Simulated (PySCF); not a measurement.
dimethyl ether cation (C₂H₆O), SMILES COC (connectivity only; charge and spin as stated), charge +1, multiplicity 2. The structure is a stationary point at PBE-D3(BJ)/def2-TZVP. The spin state was assumed, not searched.

All values below come from PySCF with PBE-D3(BJ)/def2-TZVP.

Harmonic wavenumbers (cm⁻¹): 103, 149, 427, 868, 907, 914, 1074, 1074, 1182, 1266, 1281, 1281, 1313, 1399, 1443, 2832, 2856, 2865, 2873, 3098, 3101. Rotational constants (GHz): 44.53, 9.337, 8.511; symmetry number 2.

### Question
Work out the zero-point energy and the ideal-gas rigid-rotor harmonic-oscillator thermochemistry at 298.15 K and 1 atm.

### Answer
ZPE = ½ Σ hcν = ½ × 32306 cm⁻¹ = 193.24 kJ/mol. H − E(el) = 208.29 kJ/mol. Entropy in J/(mol K): translation 156.51, rotation 86.43, vibration 32.30, spin 5.76, total 281.00. G − E(el) = 124.51 kJ/mol. Cp = 68.50 J/(mol K). Modes under 150 cm⁻¹ make the vibrational entropy uncertain.
